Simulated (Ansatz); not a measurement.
# hcp Re

Computed with LC-ωPBE (Ansatz, a program for electronic structure, PAW).

Settings: plane-wave cutoff 460 eV, 12×12×6 k mesh (along the axes of the cell as run), Fermi–Dirac smearing 0.05 eV, no spin polarisation, scalar-relativistic PAW data made under PBE.

Cell (relaxed at this level):

```yaml
crystal:
  lattice:
    - [1.36853, -2.37037, 0.00000]
    - [1.36853, 2.37037, 0.00000]
    - [0.00000, 0.00000, 4.40926]
  atoms:
    - { symbol: Re, position: [0.33333, 0.66667, 0.25000] }
    - { symbol: Re, position: [0.66667, 0.33333, 0.75000] }
```

For hcp Re, the lattice constant a is 2.737 Å. The lattice parameter c is 4.409 Å.

Measured, for comparison: lattice constant a 2.761 Å, lattice parameter c 4.458 Å (293 K, not corrected to a static lattice; as tabulated in Wikipedia's data pages). Computed (rounded) less measured: lattice constant a -0.9 %, lattice parameter c -1.1 %. A static lattice is as a rule a little smaller and stiffer than an uncorrected measurement, which narrows the difference in the lattice constant a, lattice parameter c and would widen misses of the other sign.

Spin–orbit coupling is not included.

It cost around 60 core-minutes (rough) of CPU time.
